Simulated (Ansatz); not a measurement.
Saddle point of Si$_{2}$H$_{5}$, doublet (Si₂H₅ ([SiH2][SiH3]) → Si₂H₅ ([SiH2][SiH3]); bonds formed: H1–Si3; bonds broken: H1–Si2), PBE0-D4/def2-TZVP structure:

```
7
angstrom
H 0.1800 0.2631 0.6342
Si 0.6978 -1.0041 -0.3701
Si -0.9625 0.6136 -0.5675
H 2.0798 -0.4468 -0.3060
H 0.4855 -1.9490 0.7638
H -2.0364 0.5119 0.4624
H -0.4441 2.0111 -0.6169
```

Energies are electronic, without zero-point energy. Barriers and step energies count from the start structure reached by relaxing down the imaginary mode; all methods use the PBE0-D4 structures, on which another method's saddle can fall below an end. Ansatz 0.2.0; basis: def2-TZVPP, with def2-QZVPP for the basis limit; cores frozen in the correlated methods; orbitals are unrestricted. B3LYP uses VWN-RPA correlation. Extrapolation: Hartree–Fock as exp(−7.88 √X), correlation as X^−2.97.

```json
{"method": "SPW92", "barrier (kJ/mol)": "86.0", "step energy (kJ/mol)": "0.0"}
{"method": "PBE-D4", "barrier (kJ/mol)": "100.8", "step energy (kJ/mol)": "0.0"}
{"method": "BLYP-D4", "barrier (kJ/mol)": "110.2", "step energy (kJ/mol)": "0.0"}
{"method": "r2SCAN-D4", "barrier (kJ/mol)": "?", "step energy (kJ/mol)": "0.0"}
{"method": "B97M-V", "barrier (kJ/mol)": "?", "step energy (kJ/mol)": "0.0"}
{"method": "PBE0-D4", "barrier (kJ/mol)": "115.6", "step energy (kJ/mol)": "0.0"}
{"method": "B3LYP-D4", "barrier (kJ/mol)": "121.2", "step energy (kJ/mol)": "0.0"}
{"method": "r2SCAN0-D4", "barrier (kJ/mol)": "121.6", "step energy (kJ/mol)": "0.0"}
{"method": "BHLYP-D4", "barrier (kJ/mol)": "138.4", "step energy (kJ/mol)": "0.0"}
{"method": "CAM-B3LYP-D4", "barrier (kJ/mol)": "129.7", "step energy (kJ/mol)": "0.0"}
{"method": "wB97X-V", "barrier (kJ/mol)": "?", "step energy (kJ/mol)": "0.0"}
{"method": "wB97M-V", "barrier (kJ/mol)": "120.1", "step energy (kJ/mol)": "0.0"}
{"method": "B2PLYP", "barrier (kJ/mol)": "127.3", "step energy (kJ/mol)": "0.0"}
{"method": "PBE-QIDH", "barrier (kJ/mol)": "130.3", "step energy (kJ/mol)": "0.0"}
{"method": "RPA on PBE", "barrier (kJ/mol)": "123.9", "step energy (kJ/mol)": "0.0"}
{"method": "HF", "barrier (kJ/mol)": "170.0", "step energy (kJ/mol)": "0.0"}
{"method": "MP2", "barrier (kJ/mol)": "141.7", "step energy (kJ/mol)": "0.0"}
{"method": "CCSD", "barrier (kJ/mol)": "136.0", "step energy (kJ/mol)": "0.0"}
{"method": "CCSD(T)", "barrier (kJ/mol)": "129.1", "step energy (kJ/mol)": "0.0"}
```

Fill in the withheld barriers. (Judge from chemistry; the value comes from the calculation.)

The calculation gives: wB97X-V 130.7; r2SCAN-D4 112.6; B97M-V 104.3 kJ/mol. Each is the energy of the saddle less that of the start structure, by the same method.

For comparison, the barrier by CCSD(T) at an estimated basis limit (MP2 extrapolated from triple and quadruple zeta, plus CCSD(T) − MP2 in triple zeta) is 128.4 kJ/mol.

T1 diagnostic: at most 0.028. ⟨S²⟩ of the unrestricted Hartree–Fock references: 0.76 to 0.87 (a pure state has 0.75). The unrestricted reference is spin-contaminated, which hurts MP2 most.

Labels in which every atom is bracketed show which atoms are joined, not bond orders.

For scale, one of the runs: CCSD(T)/def2-TZVPP, 154 basis functions, launched by `ansatz run in.yaml --threads 2 --pin off --events-out ev --progress --plain --max-ram 4352MiB`. Time: 38 s of wall clock on 2 CPU threads of an Arm Neoverse V1; the host was shared. Peak host memory: 2.1 GiB.
